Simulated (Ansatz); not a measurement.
Compare A (`O=C(S)CO`) with its isomer B (`CSC(=O)O`).

Calculated with Ansatz (gas phase, PBE0-D4/def2-TZVP geometries, no zero-point term in ΔE). CCSD(T)/CBS adds triple-zeta CCSD(T) − MP2 to the extrapolated MP2 energy (def2 sets, frozen cores). DFT in def2-TZVPP. B3LYP here is the variant with VWN-RPA as its local correlation; programs differ in this. One conformer a species, not always the lowest.

A:

```xyz
9

O     0.982    1.127   -0.412
C     0.402    0.313    0.256
S     0.726    0.027    1.974
C    -0.680   -0.563   -0.334
O    -0.899   -0.255   -1.670
H     1.696    0.952    2.035
H    -0.370   -1.611   -0.210
H    -1.596   -0.427    0.258
H    -0.260    0.437   -1.897
```

B:

Z-matrix (Å, degrees):
```
C
S 1 1.800
H 1 1.088 2 111.1
H 1 1.088 2 111.1 3 123.1
H 1 1.091 2 105.5 3 -118.4
C 2 1.754 1 103.6 3 -61.6
O 6 1.344 2 113.8 1 -0.0
O 6 1.198 2 122.2 1 180.0
H 7 0.968 6 105.8 2 -180.0
```

Problem. Which is lower in electronic energy at CCSD(T)/CBS, and by how much? (An estimate is asked.)

Solution. The calculation gave: B, by 61.4 kJ/mol.

Problem. Give E(B) − E(A) in kJ/mol with PBE0-D4, PBE-D4, MP2/def2-TZVPP, r2SCAN-D4, B3LYP-D4, BLYP-D4, ωB97M-V. (Estimate.)

Solution. Ansatz gave: PBE0-D4 -65.3, PBE-D4 -64.8, MP2/def2-TZVPP -65.6, r2SCAN-D4 -67.2, B3LYP-D4 -63.6, BLYP-D4 -63.1, ωB97M-V -65.0. None reverses the order clearly.

Problem. Does the order hold for the free energy at 298.15 K (harmonic terms from PBE0-D4)? (Best estimate.)

Solution. Ansatz gave: Yes: G(B) − G(A) = -55.5 kJ/mol, for one conformer each.

Largest T1 diagnostic: 0.015.

At CCSD(T), def2-SVP lies +4.9 kJ/mol from the extrapolated value and def2-TZVPP +1.9 kJ/mol. Leaving LDA and LC-ωPBE aside and taking each functional with its dispersion term where it has one, the values, not all of them listed here, spread over 4.2 kJ/mol, from r2SCAN0-D4 to CAM-B3LYP-D4.
